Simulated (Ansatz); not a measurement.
Reaction: C2H3O2 (SMILES CC([O])=O, doublet) → C2H3O2 (SMILES CO[C]=O, doublet)
Each species at its own B3LYP-D3(BJ)/def2-TZVP minimum (Ansatz, a program for electronic structure), one conformer.

Total energies in hartree (Ansatz). UHF or UKS for unpaired electrons; spin-orbit terms are left out. Cores are frozen in correlated methods. No relativity. The T1 diagnostic of C2H3O2 (CC([O])=O, doublet) reaches 0.048 in the sets run.

```tsv
species	HF/cc-pVTZ	CCSD(T)/cc-pVTZ	HF/cc-pVQZ	CCSD(T)/cc-pVQZ	CCSD(T)/cc-pVDZ	CCSDT(Q)/cc-pVDZ
1: C2H3O2 (SMILES CC([O])=O, doublet)	-227.23979	-228.05750	-227.25683	-228.12706	-227.83025	-227.83570
2: C2H3O2 (SMILES CO[C]=O, doublet)	-227.24235	-228.05911	-227.25944	-228.12879	-227.83078	-227.83369
```

### Question
Work out the isomerisation energy (electronic) in kJ/mol: take Hartree-Fock from cc-pVQZ, extrapolate the CCSD(T) correlation energy as X^-3 (X = 3, 4), and add CCSDT(Q) - CCSD(T) in cc-pVDZ. 1 hartree = 2625.5 kJ/mol.

### Answer

Species 1: correlation (64·(-0.87023) - 27·(-0.81771))/37 = -0.90856; step -0.00545; E1 = -227.25683 + (-0.90856) + (-0.00545) = -228.17084
Species 2: correlation (64·(-0.86935) - 27·(-0.81676))/37 = -0.90773; step -0.00291; E2 = -227.25944 + (-0.90773) + (-0.00291) = -228.17008
-1·E1 +1·E2 = 0.00076 hartree = 2.0 kJ/mol.
